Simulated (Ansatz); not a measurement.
Abridged output of a molecular run in Ansatz:

```
Functional definition: HF
1687 factors; integrals over basis functions are off by at most 8.9e-4 eV
mean field evaluation 1: about -19424.6907 eV, gradient 3.8e1 eV
mean field evaluation 2: about -19424.9945 eV, gradient 3.8e1 eV
mean field evaluation 4: about -19428.7227 eV, gradient 4.7e0 eV
mean field evaluation 8: about -19428.7936 eV, gradient 3.2e-1 eV
mean field evaluation 16: about -19428.7942 eV, gradient 1.6e-6 eV
mean field -19428.79420333 eV, -713.9950176628 hartree, gradient 1.6e-6 eV, S^2 0.000000; 0 other end points of the search recorded, 0 dependent functions left out
10 core orbitals not correlated: weight in the atoms' cores, before any rotation towards them, 1.000 or more for the frozen orbitals, at most 0.000 for the correlated occupied ones
reference -19428.79420333 eV, -713.9950176628 hartree; 18, 18 occupied and 253, 253 virtual orbitals, 1687 factors
second order -29.99194945 eV of doubles, -0.00000000 eV of singles
cycle   1  -30.45025019 eV  change   -4.6e-1 eV  update   1.1e-1
cycle   2  -31.14097239 eV  change   -6.9e-1 eV  update   3.3e-2
cycle   3  -31.29564334 eV  change   -1.5e-1 eV  update   1.6e-2
cycle   4  -31.28593276 eV  change    9.7e-3 eV  update   3.8e-3
cycle   5  -31.28546333 eV  change    4.7e-4 eV  update   1.6e-3
cycle   6  -31.28639814 eV  change   -9.3e-4 eV  update   4.1e-4
cycle   7  -31.28627999 eV  change    1.2e-4 eV  update   1.7e-4
cycle   8  -31.28623026 eV  change    5.0e-5 eV  update   5.3e-5
cycle   9  -31.28624886 eV  change   -1.9e-5 eV  update   2.5e-5
perturbative correction -1.30137756 eV, -0.0478247432 hartree
Total energy: -19461.38182976 eV, -715.1925908452 hartree
```

Its atoms:

Z-matrix (Å, degrees):
```
C
C 1 1.493
H 1 1.090 2 110.7
H 1 1.093 2 111.0 3 120.7
H 1 1.095 2 111.1 3 -120.4
C 2 1.495 1 115.4 3 175.1
C 2 1.326 1 124.2 3 -3.5
F 6 1.355 2 112.6 1 -173.5
Cl 6 1.794 2 110.6 1 65.5
H 6 1.093 2 111.9 1 -51.4
H 7 1.082 2 121.7 1 179.7
H 7 1.084 2 120.5 1 -0.2
```

(1) Which basis set was used?
A. cc-pV(D+d)Z
B. def2-TZVPP
C. def2-SVPD
D. def2-QZVPP

(2) Write the keys of the input that set method, charge and spin (a neutral closed shell needs none for the last two).

Results:

(1) B. It gives 281 functions.

(2) 
```yaml
correlation: {method: ccsd_t}
```
